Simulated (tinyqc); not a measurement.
Worked calculation: CISD on RHF in the sto-3g basis, frozen core, for OH-, spin multiplicity 1. The basis has no diffuse functions, so it cannot describe the extra electron: this is an exercise in the method, not the real anion. One step of it, computed by the program tinyqc.

Question. Iteration 1: building the Fock matrix. J_ij = sum D_kl (ij|kl), K_ij = sum D_kl (ik|jl); F = H + J - 0.5 K; E = tr D H + tr D J / 2 - 0.25 tr D K + E_nn.

D at the start:
```
,1O 1s,1O 2s,1O 2px,1O 2py,1O 2pz,2H 1s
1O 1s,2.387196,-0.551085,0.000000,0.000000,0.018670,-0.023998
1O 2s,-0.551085,2.345943,0.000000,0.000000,-0.097728,0.061903
1O 2px,0.000000,0.000000,1.456062,0.000000,0.000000,0.000000
1O 2py,0.000000,0.000000,0.000000,1.456062,0.000000,0.000000
1O 2pz,0.018670,-0.097728,0.000000,0.000000,1.327464,0.129461
2H 1s,-0.023998,0.061903,0.000000,0.000000,0.129461,1.123687
```

core Hamiltonian H = T + V (hartree):
```
,1O 1s,1O 2s,1O 2px,1O 2py,1O 2pz,2H 1s
1O 1s,-32.191701,-7.487537,0.000000,0.000000,-0.016878,-1.888291
1O 2s,-7.487537,-8.810495,0.000000,0.000000,-0.195367,-3.760854
1O 2px,0.000000,0.000000,-6.971457,0.000000,0.000000,0.000000
1O 2py,0.000000,0.000000,0.000000,-6.971457,0.000000,0.000000
1O 2pz,-0.016878,-0.195367,0.000000,0.000000,-7.108394,-2.579141
2H 1s,-1.888291,-3.760854,0.000000,0.000000,-2.579141,-4.882613
```

Two-electron integrals (ij|kl) in chemists' order, unique and non-zero (hartree):
```
i,j,k,l,(ij|kl)
1,1,1,1,4.785065
2,1,1,1,0.741380
2,1,2,1,0.136873
2,2,1,1,1.118947
2,2,2,1,0.256633
2,2,2,2,0.817206
3,1,3,1,0.024477
3,2,3,1,0.037809
3,2,3,2,0.180518
3,3,1,1,1.115814
3,3,2,1,0.256684
3,3,2,2,0.817023
3,3,3,3,0.880159
4,1,4,1,0.024477
4,2,4,1,0.037809
4,2,4,2,0.180518
4,3,4,3,0.047444
4,4,1,1,1.115814
4,4,2,1,0.256684
4,4,2,2,0.817023
4,4,3,3,0.785270
4,4,4,4,0.880159
5,1,5,1,0.024477
5,2,5,1,0.037809
5,2,5,2,0.180518
5,3,5,3,0.047444
5,4,5,4,0.047444
5,5,1,1,1.115814
5,5,2,1,0.256684
5,5,2,2,0.817023
5,5,3,3,0.785270
5,5,4,4,0.785270
5,5,5,5,0.880159
6,1,1,1,0.188716
6,1,2,1,0.034517
6,1,2,2,0.064206
6,1,3,3,0.064087
6,1,4,4,0.064087
6,1,5,1,0.001577
6,1,5,2,0.002939
6,1,5,5,0.064453
6,1,6,1,0.008816
6,2,1,1,0.431601
6,2,2,1,0.100108
6,2,2,2,0.349742
6,2,3,3,0.344046
6,2,4,4,0.344046
6,2,5,1,0.007450
6,2,5,2,0.055462
6,2,5,5,0.360814
6,2,6,1,0.025679
6,2,6,2,0.180983
6,3,3,1,0.010803
6,3,3,2,0.061679
6,3,5,3,0.011700
6,3,6,3,0.026677
6,4,4,1,0.010803
6,4,4,2,0.061679
6,4,5,4,0.011700
6,4,6,4,0.026677
6,5,1,1,0.298798
6,5,2,1,0.070245
6,5,2,2,0.262179
6,5,3,3,0.250123
6,5,4,4,0.250123
6,5,5,1,0.015423
6,5,5,2,0.101429
6,5,5,5,0.286007
6,5,6,1,0.018864
6,5,6,2,0.164808
6,5,6,5,0.175160
6,6,1,1,0.551095
6,6,2,1,0.129896
6,6,2,2,0.517572
6,6,3,3,0.496466
6,6,4,4,0.496466
6,6,5,1,0.013218
6,6,5,2,0.132730
6,6,5,5,0.559167
6,6,6,1,0.033666
6,6,6,2,0.327981
6,6,6,5,0.341445
6,6,6,6,0.774606
```

nuclear repulsion = 4.61156611 hartree

Give: Coulomb J; exchange K; Fock matrix F; total energy of this density.

Answer.

Coulomb J (hartree):
```
,1O 1s,1O 2s,1O 2px,1O 2py,1O 2pz,2H 1s
1O 1s,18.702,3.484,0.000,0.000,0.013,0.880
1O 2s,3.484,8.459,0.000,0.000,0.148,3.643
1O 2px,0.000,0.000,8.427,0.000,0.000,0.000
1O 2py,0.000,0.000,0.000,8.427,0.000,0.000
1O 2pz,0.013,0.148,0.000,0.000,8.497,2.788
2H 1s,0.880,3.643,0.000,0.000,2.788,5.547
```

exchange K (hartree):
```
,1O 1s,1O 2s,1O 2px,1O 2py,1O 2pz,2H 1s
1O 1s,11.036,1.869,0.000,0.000,0.021,0.517
1O 2s,1.869,2.983,0.000,0.000,0.171,1.543
1O 2px,0.000,0.000,1.894,0.000,0.000,0.000
1O 2py,0.000,0.000,0.000,1.894,0.000,0.000
1O 2pz,0.021,0.171,0.000,0.000,2.029,0.995
2H 1s,0.517,1.543,0.000,0.000,0.995,1.694
```

Fock matrix F (hartree):
```
,1O 1s,1O 2s,1O 2px,1O 2py,1O 2pz,2H 1s
1O 1s,-19.007,-4.938,0.000,0.000,-0.014,-1.266
1O 2s,-4.938,-1.843,0.000,0.000,-0.133,-0.889
1O 2px,0.000,0.000,0.509,0.000,0.000,0.000
1O 2py,0.000,0.000,0.000,0.509,0.000,0.000
1O 2pz,-0.014,-0.133,0.000,0.000,0.373,-0.288
2H 1s,-1.266,-0.889,0.000,0.000,-0.288,-0.183
```

total energy of this density = -79.42646 hartree

This density is the starting one; it is not idempotent, so its energy is not variational and may lie below the converged one.
